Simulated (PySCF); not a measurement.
## Broadened absorption spectrum of PN

Species: PN.
SMILES: `N#P`

Computed with PySCF, TDDFT CAM-B3LYP/aug-cc-pVTZ, vertical, gas phase, core orbitals frozen in the response. Geometry: PBE0-D3(BJ)/def2-TZVP; no solvent, vibrations or thermal averaging.

Broadening: Gaussians 0.3 eV wide at half height, area fixed by f = 4.319×10⁻⁹ ∫ε dν̃. The width is an assumption, not a result. The curve ends short of the highest state used, and states not computed would add to its high-energy end.

```tsv
E (eV)	ε (L mol⁻¹ cm⁻¹)
4.21	0
4.30	0
4.40	0
4.49	0
4.59	0
4.68	1
4.78	12
4.87	68
4.97	265
5.06	529
5.15	643
5.25	444
5.34	188
5.44	40
5.53	6
5.63	0
5.72	0
5.81	0
5.91	0
6.00	0
6.10	0
6.19	0
6.29	0
6.38	0
6.48	0
6.57	0
6.66	0
6.76	0
6.85	0
6.95	0
7.04	0
7.14	0
7.23	0
7.33	2
7.42	30
7.51	245
7.61	1412
7.70	4041
7.80	7238
7.89	7222
7.99	4012
8.08	1400
8.17	353
8.27	608
```

(1) Where are the band maxima, and which computed states make them?

(2) Coming from long wavelengths, where does ε first pass 100 L mol⁻¹ cm⁻¹?

(3) On this curve, what absorbance would a 10⁻⁴ mol/L sample give at 248 nm over a 1 cm path?

Results:

(1) 241 nm (5.14 eV), ε about 640, made up of S4 (50%) and S5 (50%); 158 nm (7.84 eV), ε about 7700, made up of S6 (100%) (ε in L mol⁻¹ cm⁻¹; maxima over ε = 5, shares over 10%). At its high-energy end, 8.27 eV, the curve is still rising (ε about 610, from S7 and S8). The states used: S1 4.66 eV (f 0.0000); S2 5.08 eV (f 0.0000); S3 5.08 eV (f 0.0000); S4 5.14 eV (f 0.0036); S5 5.14 eV (f 0.0036); S6 7.84 eV (f 0.086); S7 8.59 eV (f 0.081); S8 8.59 eV (f 0.081); S9 8.87 eV (f 0.234).

(2) At about 253 nm (4.90 eV), 0.24 eV above S1.

(3) 248 nm is 4.999 eV, where ε is about 350 L mol⁻¹ cm⁻¹, so A = ε c l ≈ 0.035 (Beer–Lambert, with the gas-phase spectrum and the assumed width).
